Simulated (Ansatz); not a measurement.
## CP⁺, singlet: the ladder up to full CI

Geometry: that of the CP, doublet, kept fixed. The triplet lies 0.2 eV lower here.

```xyz
2

C     0.0000    0.0000    0.0000
P     0.0000    0.0000    1.5497
```

Basis 6-31G; Ansatz 0.2.0. Correlated methods freeze the noble-gas cores, which leaves 8 electrons in 16 orbitals. R marks a restricted (for open shells ROHF) determinant.

Full CI is exact within this basis and frozen core; it isn't the basis-set limit.

The UHF ⟨S²⟩ is 1.394. The ⟨S²⟩ of the determinant under UCCSD is 1.161. The T1 diagnostic (RCCSD) is 0.0743 and the largest doubles amplitude (RCCSD) is 0.200.

Problem. From what is known of these methods and the diagnostics, rank them by the size of their error in total energy against full CI in 6-31G, smallest first (an estimate: the text doesn't fix the numbers).
A. RMP2
B. RCCSD(T)
C. CISD
D. RCCSD
E. RCCSDT(Q)

Solution. E (21 meV), B (60 meV), D (502 meV), A (923 meV), C (1214 meV).

All errors are against full CI in 6-31G. Below it: RCCSDT(Q). With T1 at 0.074 and a doubles amplitude of 0.20 one determinant is a poor start. Within each family the higher level lies nearer, as is usual though not guaranteed.

The full-CI state has the irrep A1 of C2v, in the program's axes (one component, if the state is degenerate).

Natural occupations of full CI about the gap: 1.978 1.838 1.838 1.751 0.252 0.151 0.151 0.018 0.005 0.005; effectively unpaired electrons, Σ n²(2−n)², 0.72.
